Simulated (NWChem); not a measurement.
All runs are NWChem calculations. System: AlCl₃, charge 0, spin multiplicity 1, at a geometry optimised with B3LYP/def2-SVP. The structure started from a generated list of species. Level: G0W0@PBE/def2-TZVPP, RI basis def2-tzvpp-rifit.

The NWChem input:

```
start mol
memory heap 200 mb stack 700 mb global 1700 mb
geometry units angstroms nocenter noautoz
  Al     0.000000     0.000000    -0.000007
  Cl     0.000000     0.000000     2.087294
  Cl     1.807659     0.000000    -1.043644
  Cl    -1.807659     0.000000    -1.043644
  symmetry group C2v
end
basis spherical
  * library def2-tzvpp
end
basis "ri basis" bse spherical
  * library def2-tzvpp-rifit
end
dft
  xc xpbe96 cpbe96
  iterations 100
  direct
  tolerances tight
end
task dft energy
gw
  method cdgw
  states alpha occ 4 vir 2
end
task dft gw
```

NWChem printed:

```
             Northwest Computational Chemistry Package (NWChem) 7.3.0
             --------------------------------------------------------

                                NWChem Input Module
                                -------------------

 Scaling coordinates for geometry "geometry" by  1.889725989
 (inverse scale =  0.529177249)

 Turning off AUTOSYM since
 SYMMETRY directive was detected!

                             Geometry "geometry" -> ""
                             -------------------------

 Output coordinates in angstroms (scale by  1.889725989 to convert to a.u.)

  No.       Tag          Charge          X              Y              Z
 ---- ---------------- ---------- -------------- -------------- --------------
    1 Al                  13.0000     0.00000000     0.00000000    -0.00000700
    2 Cl                  17.0000     0.00000000     0.00000000     2.08729400
    3 Cl                  17.0000     1.80765900     0.00000000    -1.04364400
    4 Cl                  17.0000    -1.80765900     0.00000000    -1.04364400

 Effective nuclear repulsion energy (a.u.)     294.9893972061

            Nuclear Dipole moment (a.u.)
            ----------------------------
        X                 Y               Z
 ---------------- ---------------- ----------------
     0.0000000000     0.0000000000     0.0000207870

      Symmetry information
      --------------------

 Group name             C2v
 Group number             16
 Group order               4
 No. of unique centers     3

      Symmetry unique atoms

     1    2    3


 Summary of "ao basis" -> "" (spherical)
 ------------------------------------------------------------------------------
       Tag                 Description            Shells   Functions and Types
 ---------------- ------------------------------  ------  ---------------------
 *                         def2-tzvpp                 on all atoms

 new library libraries.bse/

 Summary of "ri basis" -> "" (spherical)
 ------------------------------------------------------------------------------
       Tag                 Description            Shells   Functions and Types
 ---------------- ------------------------------  ------  ---------------------
 *                      def2-tzvpp-rifit              on all atoms

  pbe96 is a nonlocal functional; adding pw91lda local functional.

                                 NWChem DFT Module
                                 -----------------

 Summary of "ao basis" -> "ao basis" (spherical)
 ------------------------------------------------------------------------------
       Tag                 Description            Shells   Functions and Types
 ---------------- ------------------------------  ------  ---------------------
 Al                        def2-tzvpp               14       42   5s5p3d1f
 Cl                        def2-tzvpp               14       42   5s5p3d1f

 Summary of "ao basis" -> "ao basis" (spherical)
 ------------------------------------------------------------------------------
       Tag                 Description            Shells   Functions and Types
 ---------------- ------------------------------  ------  ---------------------
 Al                        def2-tzvpp               14       42   5s5p3d1f
 Cl                        def2-tzvpp               14       42   5s5p3d1f

      Symmetry analysis of basis
      --------------------------

        a1         64
        a2         22
        b1         48
        b2         34
[...]
              MO Center=  1.9D-14, -9.8D-16,  9.4D-05, r^2= 5.5D+00
   Bfn.  Coefficient  Atom+Function         Bfn.  Coefficient  Atom+Function
  ----- ------------  ---------------      ----- ------------  ---------------
    57      0.319632  2 Cl px               101     -0.276794  3 Cl pz
   143      0.276794  4 Cl pz                60      0.203015  2 Cl px
   104     -0.175806  3 Cl pz               146      0.175806  4 Cl pz
    99     -0.159800  3 Cl px               141     -0.159800  4 Cl px
    54      0.153686  2 Cl px                98     -0.133089  3 Cl pz

 Vector   33  Occ=0.000000D+00  E=-8.292657D-02  Symmetry=a1
              MO Center= -5.7D-15,  2.8D-14, -1.4D-05, r^2= 4.4D+00
   Bfn.  Coefficient  Atom+Function         Bfn.  Coefficient  Atom+Function
  ----- ------------  ---------------      ----- ------------  ---------------
     5      0.909881  1 Al s                  4      0.588954  1 Al s
     3     -0.274003  1 Al s                 62      0.253836  2 Cl pz
    47     -0.240481  2 Cl s                 89     -0.240485  3 Cl s
   131     -0.240485  4 Cl s                102      0.219831  3 Cl px
   144     -0.219831  4 Cl px                59      0.201772  2 Cl pz

 Vector   34  Occ=0.000000D+00  E=-7.242992D-02  Symmetry=b2
              MO Center= -1.4D-14, -2.6D-14, -8.0D-06, r^2= 4.0D+00
   Bfn.  Coefficient  Atom+Function         Bfn.  Coefficient  Atom+Function
  ----- ------------  ---------------      ----- ------------  ---------------
    19      0.614908  1 Al py                16      0.578644  1 Al py
    61     -0.212062  2 Cl py               103     -0.212063  3 Cl py
   145     -0.212063  4 Cl py                58     -0.157781  2 Cl py
   100     -0.157781  3 Cl py               142     -0.157781  4 Cl py
     7     -0.121081  1 Al py                10     -0.098843  1 Al py

 Vector   35  Occ=0.000000D+00  E= 2.952245D-02  Symmetry=a1
              MO Center= -6.4D-15, -9.0D-16, -3.2D-01, r^2= 5.9D+00
   Bfn.  Coefficient  Atom+Function         Bfn.  Coefficient  Atom+Function
  ----- ------------  ---------------      ----- ------------  ---------------
    20      1.127727  1 Al pz                47     -0.487531  2 Cl s
    17      0.422313  1 Al pz               102     -0.264310  3 Cl px
   144      0.264310  4 Cl px                62      0.244017  2 Cl pz
    89      0.243767  3 Cl s                131      0.243767  4 Cl s
   104     -0.213788  3 Cl pz               146     -0.213788  4 Cl pz

 center of mass
 --------------
 x =   0.00000000 y =   0.00000000 z =   0.00000030

 moments of inertia (a.u.)
 ------------------
         816.087447590551           0.000000000000           0.000000000000
           0.000000000000        1632.184920304326           0.000000000000
           0.000000000000           0.000000000000         816.097472713775

     Multipole analysis of the density
     ---------------------------------

     L   x y z        total         alpha         beta         nuclear
     -   - - -        -----         -----         ----         -------
     0   0 0 0     -0.000000    -32.000000    -32.000000     64.000000

     1   1 0 0      0.000000      0.000000      0.000000      0.000000
     1   0 1 0      0.000000      0.000000      0.000000      0.000000
     1   0 0 1     -0.000021     -0.000021     -0.000021      0.000021

     2   2 0 0    -38.875578   -217.809440   -217.809440    396.743303
     2   1 1 0      0.000000      0.000000      0.000000      0.000000
     2   1 0 1      0.000000      0.000000      0.000000      0.000000
     2   0 2 0    -34.775821    -17.387910    -17.387910      0.000000
     2   0 1 1      0.000000      0.000000      0.000000      0.000000
     2   0 0 2    -38.875608   -217.807019   -217.807019    396.738429

 Task  times  cpu:       11.6s     wall:       11.6s

                                NWChem Input Module
                                -------------------

                                 NWChem GW Module
                                 ----------------

                             ***********************
                             ***        GW       ***
                             ***********************

 Summary of "ri basis" -> "ri basis" (spherical)
 ------------------------------------------------------------------------------
       Tag                 Description            Shells   Functions and Types
 ---------------- ------------------------------  ------  ---------------------
 Al                     def2-tzvpp-rifit            33      123   11s8p7d5f2g
 Cl                     def2-tzvpp-rifit            33      123   11s8p7d5f2g

                 Memory Information
                 ------------------
          Available GA per process is          1699.8 MBs
          Available stack per process is        700.0 MBs
          Available heap per process is           0.0 MBs

          Peak memory in Initialization
              Peak GA per process is                 23.4 MBs
              Peak stack per process is               0.3 MBs
              Peak heap per process is               24.3 MBs
              Memory not in MA per process            0.0 MBs

          Peak memory in CDGW Calculation
              Peak GA per process is                 27.4 MBs
              Peak stack per process is               3.7 MBs
              Peak heap per process is                3.9 MBs
              Memory not in MA per process            0.0 MBs

          Computing 2-center integrals
          Computing Inverse Cholesky factor
          Computing 3-center integrals
          Computing Vxc

          Computing Sigma_x
          Computing W(iw) on the imaginary grid
          Solving quasiparticle equations

                  Alpha Orbitals
          State     Energy (eV)     Error (eV)
          -----------------------------------
@GW        29        -11.737           0.002
@GW        30        -11.562           0.002
@GW        31        -11.562           0.002
@GW        32        -11.157           0.002
@GW        33          0.278           0.002
@GW        34          0.509           0.002

     GW Timing Statistics
   ------------------------
   Init.   :          0.1s
     ERIs  :          1.6s
     Distr.:          0.0s
     Vxc   :          0.2s
   Vmo     :          0.0s
   iW      :          5.4s
   I_n     :          0.0s
   R_n     :          1.0s
   GW total:          8.4s

 Task  times  cpu:        8.4s     wall:        8.4s

 Total times  cpu:       20.1s     wall:       20.1s
```
